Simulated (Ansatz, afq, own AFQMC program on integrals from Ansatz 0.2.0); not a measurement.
# Where AFQMC and coupled cluster stand for HO⁻, triplet

```xyz
2

O     0.0000    0.0000    0.0000
H     0.0000    0.0000    3.3730
```

Basis aug-cc-pVDZ. Only valence electrons are correlated. Ansatz 0.2.0 and our own AFQMC program on the same integrals; the CISD trial comes from CCSD amplitudes, and released means the phaseless constraint is let go. ± is one standard error of the sampling.

Determinant: UHF, the one that the program's search chose, which needn't be the lowest solution. The geometry is a point of a scan.

No full CI on the walks' own integrals is used here; CCSDT(Q) serves as the reference and is uncertain by about the last step of the cluster series.

Cautions: lower spins were not checked; higher spins were not checked; an unrestricted solution with more broken spin lies lower (210 meV, ⟨S²⟩ 2.16); strong correlation (T1 0.052, weight of the determinant 0.89, largest double 0.05); the released energies get too noisy after the second time (errors over twice the walk's own, or jumping), so no released level is given (meV from the phaseless value at times in 1/Eh: -44 ± 30 at 0.24, -78 ± 29 at 0.51, -20 ± 35 at 0.99, -30 ± 38 at 1.62, 34 ± 65 at 2.40), though the last usable value meets CCSDT(Q) within the noise.

```
T1 diagnostic                               : 0.0525
weight of the determinant in the CISD state : 0.893
⟨S²⟩ of the determinant                     : 2.025
size of the correlated space                : 8 electrons in 31 orbitals
```

Reference: CCSDT(Q), correlation energy -5.363 eV.

```csv
level,E − E(reference) (kcal/mol),share of correlation (%)
HF,123.68,0.00
MP2,12.61,89.81
CCSD,5.49,95.56
CCSD(T),1.46,98.82
CCSDT,0.55,99.55
ph-AFQMC/HF,-4.72 ± 1.54,103.82
ph-AFQMC/CISD,1.03 ± 0.39,99.17
```

A walk keeps the symmetry of its determinant, which the program's search chose and which needn't be the lowest solution, so a lower state of the same spin and another symmetry isn't excluded.
